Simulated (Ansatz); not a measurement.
```yaml
crystal:
  periodic: [false, false, false]
  atoms:
    - {symbol: B, position_ang: [0.000000, 0.000000, -1.987650]}
    - {symbol: Al, position_ang: [0.000000, 0.000000, -0.042663]}
    - {symbol: Cl, position_ang: [0.000000, 0.000000, 2.030313]}
basis:
  gaussian: {orbitals: def2-TZVP}
magnetization: {spin_polarized: true, initial_magnetization: 1}
hamiltonian: {xc: pbe0}
relax: {f_tol: 0.004, max_steps: 80}
```

```sh
$ ansatz run in.yaml --threads 1 --pin off --events-out ev --progress --plain --max-ram 2176MiB
```

Steps of the relaxation (energy above the last step; positions in Å, forces in eV/Å):

```
3
step 1, 293.2 meV
B     0.000    0.000   -1.988    0.000   -0.034   -1.792
Al    0.000    0.000   -0.043    0.000    0.066    1.413
Cl    0.000    0.000    2.030    0.000   -0.032    0.379
```

```
3
step 2, 188.7 meV
B     0.000   -0.007   -2.041    0.000   -0.038   -1.036
Al    0.000    0.014   -0.026    0.000    0.066    0.922
Cl    0.000   -0.007    2.067    0.000   -0.027    0.114
```

```
3
step 3, 116.4 meV
B     0.000   -0.026   -2.121    0.000   -0.034   -0.235
Al    0.000    0.051    0.009    0.000    0.061    0.203
Cl    0.000   -0.024    2.112    0.000   -0.027    0.031
```

```
3
step 4, 100.2 meV
B     0.000   -0.090   -2.164    0.000   -0.031    0.106
Al    0.000    0.179    0.027    0.000    0.049    0.118
Cl    0.000   -0.088    2.137    0.000   -0.018   -0.224
```

```
3
step 9, 0.1 meV
B     0.000   -0.350   -1.862    0.000    0.007    0.004
Al    0.000    0.701    0.014    0.000   -0.009   -0.009
Cl    0.000   -0.351    1.848    0.000    0.002    0.005
```

```
3
step 10, 0.0 meV
B     0.000   -0.344   -1.870    0.000   -0.002   -0.001
Al    0.000    0.690    0.014    0.000    0.000    0.008
Cl    0.000   -0.346    1.856    0.000    0.002   -0.007
```

```
3
step 11, 0.0 meV
B     0.000   -0.345   -1.868    0.000    0.000    0.000
Al    0.000    0.692    0.014    0.000    0.000    0.000
Cl    0.000   -0.347    1.854    0.000    0.000    0.000
```

Close pairs at the end: Al2–Cl3 2.113 Å, B1–Al2 2.149 Å.

A stationary point of unrestricted PBE0 after 11 steps, with ⟨S²⟩ = 1.185 against 0.75 for a pure state; no frequencies were run, so it isn't proven a minimum. 62 s on 1 thread of Intel Xeon 6975P-C, shared host.
